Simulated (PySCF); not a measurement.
FH₃P (charge +1).
SMILES with atom numbers: `[F:1][PH3+:2]` (hydrogens: H3, H4, H5 on P2)

Cartesian coordinates in Å at the PBE0-D3(BJ)/def2-SVP level; atoms count from 1:
```xyz
5
FH3P angstrom
F      1.099   -0.954    0.406
P     -0.025    0.022   -0.020
H     -0.801    0.324    1.115
H      0.575    1.186   -0.538
H     -0.813   -0.611   -1.001
```

Level: PBE0/def2-SVPD in PySCF, non-relativistic, on one gas-phase PBE0-D3(BJ)/def2-SVP geometry that isn't relaxed in the solvent. The solvent is an IEF-PCM continuum (cavity from Bondi-type radii × 1.2), and excitations are vertical TDDFT with non-equilibrium linear response and a frozen core. Only the electrostatic response of the medium enters.

Gas-phase singlets (H = HOMO, L = LUMO):

| state | E (eV) | λ (nm) | f | leading configurations |
| --- | --- | --- | --- | --- |
| S1 | 8.775 | 141 | 0.000 | H→L 99% |
| S2 | 8.782 | 141 | 0.000 | H-1→L 99% |
| S3 | 10.933 | 113 | 0.000 | H-1→L+1 50%, H→L+2 49% |
| S4 | 11.290 | 110 | 0.001 | H→L+3 28%, H→L+2 26%, H-2→L 22% |
| S5 | 11.300 | 110 | 0.001 | H-1→L+3 35%, H→L+1 24%, H-3→L 22% |

Give the list for acetone (ε = 20.49), n² = 1.85.

```csv
state,E (eV),λ (nm),f,leading configurations,change by rank (eV)
S1,8.875,140,0.001,H→L 99%,+0.100
S2,8.883,140,0.001,H-1→L 99%,+0.101
S3,10.996,113,0.000,"H-1→L+2 50%, H→L+3 50%",+0.063
S4,11.313,110,0.056,"H→L+1 77%, H-1→L+2 9%",+0.023
S5,11.325,109,0.057,"H-1→L+1 74%, H→L+2 10%, H-1→L+3 10%",+0.025
```

The ground-state energy changes by -3.156 eV from gas to acetone. By how much does the total energy of gas-phase S1 change?

E(S1) = E(S0) + excitation energy, so it changes by -3.156 + 0.100 = -3.056 eV: it is lowered less than the ground state, which is what a blue shift means. This is the vertical state, with the slow part of the continuum still set for S0.

How do the frontier levels move from gas to acetone?

```csv
orbital,gas (eV),solvent (eV),change (eV)
LUMO+2,-5.73,0.17,+5.90
LUMO+1,-5.75,0.01,+5.76
LUMO,-7.84,-1.93,+5.91
HOMO,-18.61,-12.78,+5.83
HOMO-1,-18.62,-12.79,+5.83
HOMO-2,-21.37,-15.75,+5.62
HOMO-3,-21.37,-15.76,+5.61
```

The HOMO–LUMO gap goes from 10.77 to 10.85 eV. Rows go by rank; for LUMO+1 and LUMO+2 the atom shares or the degeneracy differ between the runs, so the row needn't follow one orbital.
